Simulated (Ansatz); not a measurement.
**Worked example: correlation energy of InH4⁻, quintet**

All five atoms lie in one plane.

Geometry: that of the InH4⁻, triplet, kept fixed. The singlet lies 6.5 eV lower here.

```xyz
5

In    0.0000    0.0000    0.0000
H     1.2631    0.0000    1.2631
H    -1.2631    0.0000    1.2631
H    -1.2631    0.0000   -1.2631
H     1.2631    0.0000   -1.2631
```

Basis def2-TZVPD with its core potentials; Ansatz 0.2.0. Correlated methods freeze the noble-gas cores and the filled d shells of p-block atoms, which leaves 8 electrons in 83 orbitals. Prefix R: restricted or restricted open-shell reference; prefix U: unrestricted. No spin–orbit coupling is included; scalar relativity enters through the core potentials alone. This anion state lies near or above the neutral species, so the extra electron is weakly bound or unbound and the energies hang on the diffuse functions.

Full CI isn't at hand for all of this; UCCSDT(Q) serves as the reference, and is uncertain by about the last step of the cluster series.

Runs differ by some tens of microhartree through their thresholds and, for an open shell, their frozen cores, so steps under 0.03 kcal/mol mean nothing.

```json
{"level": "UHF", "total energy (hartree)": "-191.201948"}
{"level": "UMP2", "total energy (hartree)": "-191.286165"}
{"level": "UCCSD", "total energy (hartree)": "-191.314054"}
{"level": "UCCSD(T)", "total energy (hartree)": "-191.318785"}
{"level": "UCCSDT", "total energy (hartree)": "-191.320330"}
{"level": "UCCSDT(Q)", "total energy (hartree)": "-191.320633"}
```

Q: What is the correlation energy at UCCSDT(Q), and what share of it do UMP2 and UCCSD(T) recover?

A: E(corr) = -191.320633 − (-191.201948) = -0.118685 hartree = -3.230 eV. UMP2: -0.084217 / -0.118685 = 70.96 %. UCCSD(T): -0.116837 / -0.118685 = 98.44 %.

Q: By how many kcal/mol does UCCSD(T) miss UCCSDT(Q) (1 hartree = 627.509 kcal/mol), and which steps make up the rest?

A: -191.318785 − (-191.320633) = 0.001848 hartree = 1.16 kcal/mol. Steps: UCCSDT − UCCSD(T) = -0.97, UCCSDT(Q) − UCCSDT = -0.19 kcal/mol. Differences between like states or geometries often cancel part of this.
